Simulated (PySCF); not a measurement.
**CH (SMILES [CH]) at UCISD/cc-pVDZ**

What is the energy change on altering one bond length of CH at UCISD/cc-pVDZ? 

The calculation is run with PySCF 2.14.0.

12 further runs of the same task are left out: 2 that didn't finish, 10 set aside as unsound or not needed.

## (1) Starting point

CH has 2 atoms, charge 0, and is taken as a doublet. SMILES: `[CH]`. The coordinates come from a GFN2-xTB relaxation.

Bond lengths: C1–H2 1.114 Å.

## (2) The energy at UCISD/cc-pVDZ

Input file job.py:

```python
from pyscf import gto, ci

mol = gto.M(
    atom='''
C      0.000000     0.000000     0.000000
H      0.000000     0.000000     1.114340
''',
    charge=0,
    verbose=3,
    spin=1,
    basis='cc-pvdz',
    max_memory=1860,
)

myscf = mol.UHF()
myscf.conv_tol = 1e-10
myscf.kernel()
if not myscf.converged:
    myscf = myscf.newton().run(myscf.mo_coeff, myscf.mo_occ)

cisd = ci.CISD(myscf, frozen=1)
cisd.kernel()
etot = cisd.e_tot
print(f'total energy: {etot:.8f} hartree')
```

Started as:

```bash
$ OMP_NUM_THREADS=1 python job.py
```

What it wrote:

```text
converged SCF energy = -38.2725933341337  <S^2> = 0.75698916  2S+1 = 2.006977
E(UCISD) = -38.37526402208029  E_corr = -0.1026706879465724
total energy: -38.37526402 hartree
```

Wall time 0.7 s (1 thread of Arm Neoverse V2, shared host); peak memory 0.12 GiB.

## (3) The distorted shape

Input file job.py:

```python
from pyscf import gto, scf, ci

mol = gto.M(
    atom='''
C    0.000000   0.000000  -0.557160
H    0.000000   0.000000   1.114340
''',
    verbose=3,
    basis='cc-pvdz',
    max_memory=1860,
    spin=1,
)

mf = scf.UHF(mol)
mf.conv_tol = 1e-10
mf.kernel()
if not mf.converged:
    mf = mf.newton().run(mf.mo_coeff, mf.mo_occ)

cisd = ci.CISD(mf, frozen=1)
cisd.kernel()
etot = cisd.e_tot
print('E = %.10f Eh' % etot)
```

Started as:

```bash
$ OMP_NUM_THREADS=1 python job.py
```

What it wrote:

```text
SCF not converged.
SCF energy = -38.1982174029084 after 50 cycles  <S^2> = 0.82833331  2S+1 = 2.0768566
converged SCF energy = -38.207597426883  <S^2> = 1.1035012  2S+1 = 2.3268014
E(UCISD) = -38.31491326829714  E_corr = -0.1073158414140939
E = -38.3149132683 Eh
```

Wall time 1 s (1 thread of Arm Neoverse V2, shared host); peak memory 0.12 GiB.

## (4) Results

At UCISD/cc-pVDZ, 1 core orbital frozen:

| quantity | value |
| --- | --- |
| first shape: total energy | -38.37526 Eh |
| first shape: dipole moment (Hartree–Fock density) | 1.62 D |
| first shape: HOMO energy (Hartree–Fock orbitals) (highest over α and β) | -11.38 eV |
| first shape: LUMO energy (Hartree–Fock orbitals) (lowest over α and β) | 1.38 eV |
| first shape: correlation energy (1 core orbital frozen) | -102.7 mEh |
| first shape: ⟨S²⟩ of the reference determinant | 0.757 |
| distorted shape: total energy | -38.31491 Eh |
| distorted shape: dipole moment (Hartree–Fock density) | 0.24 D |
| distorted shape: HOMO energy (Hartree–Fock orbitals) (highest over α and β) | -11.38 eV |
| distorted shape: LUMO energy (Hartree–Fock orbitals) (lowest over α and β) | 0.95 eV |
| distorted shape: correlation energy (1 core orbital frozen) | -107.3 mEh |
| distorted shape: ⟨S²⟩ of the reference determinant | 1.104 |
| energy change with the C1–H2 bond stretched from 1.114 to 1.671 Å | 1.642 eV |

**Reading.** With the C1–H2 bond stretched from 1.114 to 1.671 Å the energy rises by 1.64 eV (158 kJ/mol). The first shape isn't relaxed at this level, so the change isn't measured from a minimum. ⟨S²⟩ (distorted shape) is 1.10 where a pure doublet has 0.75: the reference is spin-contaminated.
